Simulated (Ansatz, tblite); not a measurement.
# SeH2 (H2Se): which spin state is lowest

Aim: set other spin states of SeH2 (H2Se) against its singlet, on many levels of theory.

Computed with Ansatz 0.2.0, Gaussian basis. Level: as each input shows.

Levels to be run: triplet, at the geometry of the singlet (GFN1-xTB, GFN2-xTB, PBE0-D4/def2-TZVP, PBE-D4/def2-TZVP, r2SCAN-D4/def2-TZVP); the singlet's energies come from earlier runs.

## Step 1: The relaxed structure

The geometry is that of the singlet, from an earlier relaxation (PBE-D4/def2-TZVP).

3 atoms, charge 0, spin multiplicity 1.

Bond lengths: Se1–H2 1.479 Å, Se1–H3 1.480 Å. Angles: H2–Se1–H3 90.4°.

Geometry (Å):

```xyz
3
charge 0, multiplicity 1
Se    0.00506   -0.00808   -0.69471
H     1.04737   -0.01726    0.35522
H    -1.05243    0.02534    0.33949
```

## Step 2: Triplet at the fixed geometry, GFN1-xTB

Tight binding, by tblite at 300 K electronic temperature and without a spin-polarisation term:

```python
tblite.interface.Calculator('GFN1-xTB', numbers, positions, charge=0, uhf=2).singlepoint()
```

Energy -114.3951 eV; 0.001 s.

## Step 3: Triplet at the fixed geometry, GFN2-xTB

Tight binding, by tblite at 300 K electronic temperature and without a spin-polarisation term:

```python
tblite.interface.Calculator('GFN2-xTB', numbers, positions, charge=0, uhf=2).singlepoint()
```

Energy -109.0716 eV; 0.001 s.

## Step 4: Triplet at the fixed geometry, PBE0-D4/def2-TZVP

File in.yaml:

```yaml
crystal:
  periodic: [false, false, false]
  atoms:
    - {symbol: Se, position_ang: [0.005058, -0.008076, -0.694705]}
    - {symbol: H, position_ang: [1.047370, -0.017263, 0.355216]}
    - {symbol: H, position_ang: [-1.052427, 0.025339, 0.339489]}
basis:
  gaussian: {orbitals: def2-TZVP}
magnetization: {spin_polarized: true, initial_magnetization: 2}
hamiltonian: {xc: pbe0, dispersion: d4}
scf: {omitted_lower_state_checks: [starts]}
output: {orbitals: {seedname: orbitals}}
```

Started as:

```sh
> ansatz run in.yaml --threads 2 --pin off --events-out ev --progress --plain --max-ram 4352MiB
```

Output:

```text
Functional definition: PBE0
  name "PBE0"
  cite "Adamo & Barone, J. Chem. Phys. 110, 6158 (1999) doi:10.1063/1.478522"
  cite "Perdew, Burke & Ernzerhof, Phys. Rev. Lett. 77, 3865 (1996) doi:10.1103/PhysRevLett.77.3865"
  parent pbe
  parameter a = 0.25
  parameter kappa = 0.804
  parameter beta = 0.06672455060314922
  exchange = (1 - a)*pbe_x(kappa = kappa, mu = beta*pi^2/3) + a*exact_x
  correlation = pbe_c(beta = beta)
these checks for a lower state are left out or cut short: starts
426 factors; integrals over basis functions are off by at most 9.0e-4 eV
mean field evaluation 1: about -65369.2232 eV, gradient 7.2e0 eV
mean field evaluation 2: about -65369.4228 eV, gradient 4.1e0 eV
mean field evaluation 4: about -65369.4586 eV, gradient 1.1e0 eV
mean field evaluation 8: about -65369.5029 eV, gradient 1.5e-2 eV
mean field evaluation 16: about -65369.5029 eV, gradient 8.5e-5 eV
mean field -65369.50287981 eV, -2402.2849217924 hartree, gradient 4.0e-6 eV, S^2 2.005537; 0 other end points of the search recorded, 0 dependent functions left out
reference -65369.50290195 eV, -2402.2849226061 hartree; 19, 17 occupied and 41, 43 virtual orbitals, 426 factors
Total energy: -65369.51761067 eV, -2402.2854631417 hartree
Checks for a lower state left out: starts
```

Run time: 1.4 s. Hardware: 2 threads of Arm Neoverse N1, shared host.

From the report: HOMO -2.54 eV, LUMO -5.00 eV (over both spins; with the spin held, an empty level of the minority spin lies below the top filled one); ⟨S²⟩ 2.006 (pure: 2.00).

## Step 5: Triplet at the fixed geometry, PBE-D4/def2-TZVP

start.molden holds the orbitals of an earlier run on this state, given as this run's starting guess.

Changes to in.yaml since step 4:

```diff
@@ -7,5 +7,5 @@
 basis:
-  gaussian: {orbitals: def2-TZVP}
+  gaussian: {orbitals: def2-TZVP, initial_orbitals: start.molden}
 magnetization: {spin_polarized: true, initial_magnetization: 2}
-hamiltonian: {xc: pbe0, dispersion: d4}
+hamiltonian: {xc: pbe, dispersion: d4}
 scf: {omitted_lower_state_checks: [starts]}
```

The command is unchanged.

Output:

```text
Functional definition: PBE
  name "PBE"
  cite "Perdew, Burke & Ernzerhof, Phys. Rev. Lett. 77, 3865 (1996) doi:10.1103/PhysRevLett.77.3865"
  parent pbe
  parameter kappa = 0.804
  parameter beta = 0.06672455060314922
  exchange = pbe_x(kappa = kappa, mu = beta*pi^2/3)
  correlation = pbe_c(beta = beta)
these checks for a lower state are left out or cut short: starts
475 factors; their error is unknown
mean field evaluation 1: about -65367.3764 eV, gradient 5.6e0 eV
mean field evaluation 2: about -65367.4157 eV, gradient 5.2e-2 eV
mean field evaluation 4: about -65367.3875 eV, gradient 7.0e-5 eV
mean field evaluation 8: about -65367.3875 eV, gradient 8.0e-6 eV
mean field -65367.38750819 eV, -2402.2071833193 hartree, gradient 8.0e-6 eV, S^2 2.002810; 0 other end points of the search recorded, 0 dependent functions left out
reference -65367.38753807 eV, -2402.2071844173 hartree; 19, 17 occupied and 41, 43 virtual orbitals, 475 factors
Total energy: -65367.40559865 eV, -2402.2078481315 hartree
Checks for a lower state left out: starts
```

Run time: 1 s. Hardware: 2 threads of Arm Neoverse N1, shared host.

HOMO -1.64 eV, LUMO -6.17 eV (over both spins; with the spin held, an empty level of the minority spin lies below the top filled one); ⟨S²⟩ 2.003 (pure: 2.00).

## Step 6: Triplet at the fixed geometry, r2SCAN-D4/def2-TZVP

Changes to in.yaml since step 5:

```diff
@@ -9,3 +9,3 @@
 magnetization: {spin_polarized: true, initial_magnetization: 2}
-hamiltonian: {xc: pbe, dispersion: d4}
+hamiltonian: {xc: r2scan, dispersion: d4}
 scf: {omitted_lower_state_checks: [starts]}
```

The command is unchanged.

Output:

```text
Functional definition: r2SCAN
  name "r2SCAN"
  cite "Furness, Kaplan, Ning, Perdew & Sun, J. Phys. Chem. Lett. 11, 8208 (2020) doi:10.1021/acs.jpclett.0c02405"
  cite "Furness, Kaplan, Ning, Perdew & Sun, J. Phys. Chem. Lett. 11, 9248 (2020) doi:10.1021/acs.jpclett.0c03077"
  parent r2scan
  parameter k0 = 0.174
  parameter k1 = 0.065
  parameter a1 = 4.9479
  exchange = r2scan_x(k0 = k0, k1 = k1, a1 = a1)
  correlation = r2scan_c
these checks for a lower state are left out or cut short: starts
475 factors; their error is unknown
mean field evaluation 1: about -65376.9518 eV, gradient 4.3e0 eV
mean field evaluation 2: about -65376.9708 eV, gradient 2.8e-2 eV
mean field evaluation 4: about -65376.9439 eV, gradient 2.2e-5 eV
mean field evaluation 8: about -65376.9439 eV, gradient 1.8e-5 eV
mean field -65376.94387423 eV, -2402.5583732939 hartree, gradient 1.8e-5 eV, S^2 2.006937; 0 other end points of the search recorded, 0 dependent functions left out
reference -65376.94388413 eV, -2402.5583736576 hartree; 19, 17 occupied and 41, 43 virtual orbitals, 475 factors
Total energy: -65376.94777910 eV, -2402.5585167950 hartree
Checks for a lower state left out: starts
```

Run time: 2.7 s. Hardware: 2 threads of Arm Neoverse N1, shared host.

Report: HOMO -1.83 eV, LUMO -5.76 eV (over both spins; with the spin held, an empty level of the minority spin lies below the top filled one); ⟨S²⟩ 2.007 (pure: 2.00).

## Step 7: Triplet less singlet, vertical

The singlet's energies are those of its earlier runs, whose logs aren't repeated here.

```tsv
level	triplet less singlet, vertical (kJ/mol)	time
GFN1-xTB	+566.3	0.004 s
GFN2-xTB	+446.7	0.003 s
PBE-D4/def2-TZVP	+461.7	1.6 s
r2SCAN-D4/def2-TZVP	+463.2	4.4 s
PBE0-D4/def2-TZVP	+464.4	2.5 s
```

Times add the two runs; a level without a time comes out of a correlated run. Tight binding without a spin term can't rank spin states.

## Step 8: What came out

```
                                                quantity                                       value
triplet less singlet, vertical, functionals in def2-TZVP  +461.7 (PBE-D4) to +464.4 kJ/mol (PBE0-D4)
```

In words: All functionals put the triplet above the singlet, over a spread of 2.7 kJ/mol. The checks for a lower triplet were left out, so another state of that spin may lie lower. These are electronic energies, without zero-point motion, entropy or surroundings.
